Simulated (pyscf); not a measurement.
Optimised with ωB97X-D3(BJ)/def2-SVP in PySCF.

SMILES: [Sn]([NH2])([F])([F])[F]
```xyz
7

N     -0.9300    -1.0038     0.9305
Sn     0.0082    -0.0127    -0.5162
F      1.1650     1.3356     0.1987
F     -1.2048     0.8054    -1.7525
F      1.1300    -1.1035    -1.6116
H     -0.7473    -0.6194     1.8560
H     -1.9358    -1.0714     0.7839
```

### Question
What is the homolytic dissociation enthalpy (298 K, ωB97M-D3(BJ)/def2-TZVP) of the N–Sn bond of H₂N–Sn(F)(F)–F (SMILES [NH2][Sn]([F])([F])[F]), to NH₂• + F–Sn•(F)–F?

### Answer
N–Sn to NH₂• + F–Sn•(F)–F: 302.7 kJ/mol. The 7 functionals that were run give +280.3 (r²SCAN) to +316.8 kJ/mol (ωB97X-D3(BJ)). Elements past Kr carry the def2 core potentials, without spin-orbit coupling.
